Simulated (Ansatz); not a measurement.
The input, for Ansatz 0.2.0:

```yaml
crystal:
  periodic: [false, false, false]
  atoms:
    - {symbol: Ti, position_ang: [0.000000, 0.000000, 0.000000]}
    - {symbol: H, position_ang: [0.000000, 0.000000, -1.847400]}
    - {symbol: H, position_ang: [0.000000, 0.000000, 1.847400]}
basis:
  gaussian: {orbitals: def2-SVP}
hamiltonian: {xc: pbe}
correlation: {method: fic_mrcisd_q, electrons: outside_noble_gas, active_space: {window: {electrons: 2, orbitals: 2}}}
scf: {lower_state_search: light}
```

```sh
$ ansatz run in.yaml --threads 1 --pin off --events-out ev --progress --plain --max-ram 2393MiB
```

**Question.** One thing in this input was set wrong on purpose, beside settings that are merely unusual. What is the gravest fault, and what does the program do?

**Answer.** Active space on a functional. How the run ends: refused.
```
Error: invalid value for `correlation.active_space`: it starts from restricted Hartree–Fock orbitals; set hamiltonian.xc: hf without magnetization.spin_polarized
```
